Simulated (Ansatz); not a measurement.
Geometry optimisation, RKS CAM-B3LYP/cc-pVDZ (Ansatz).

Input:

```yaml
crystal:
  periodic: [false, false, false]
  atoms:
    - { symbol: C, position_ang: [-0.43738, 0.56184, -0.50887] }
    - { symbol: Si, position_ang: [0.49575, -0.54984, 0.46561] }
    - { symbol: S, position_ang: [1.67769, -1.77975, 1.47331] }
    - { symbol: H, position_ang: [-0.61295, 1.57224, -0.17284] }
    - { symbol: H, position_ang: [-1.12311, 0.19551, -1.25721] }
basis:
  gaussian: { orbitals: cc-pVDZ }
hamiltonian:
  xc: cam_b3lyp
relax:
  f_tol: 0.02
  max_steps: 50
output:
  orbitals: {}
```

Command:

```bash
$ ansatz run input.yaml --threads 1 --pin off --max-ram 2048MiB --backend cpu --events-out ev --progress --plain --runs-dir out
```

**Question.** Where does it end, and by what steps?

**Answer.** The forces met the threshold. After 6 steps the energy has fallen by 0.104 eV; C1 moved furthest, 0.10 Å.

| step | energy less start (eV) | largest force component (eV/Å) | accepted |
| --- | --- | --- | --- |
| 0 | 0.0000 | 1.193 | yes |
| 1 | -0.0859 | 0.803 | yes |
| 2 | -0.0964 | 0.182 | yes |
| 3 | -0.1035 | 0.110 | yes |
| 4 | -0.1041 | 0.069 | yes |
| 5 | -0.1043 | 0.030 | yes |
| 6 | -0.1043 | 0.001 | yes |

```xyz
5
Properties=species:S:1:pos:R:3
C -0.495 0.525 -0.435
Si 0.497 -0.527 0.436
S 1.636 -1.736 1.436
H -0.556 1.579 -0.160
H -1.082 0.159 -1.278
```

The run took 18 s on 1 CPU thread of a shared host.
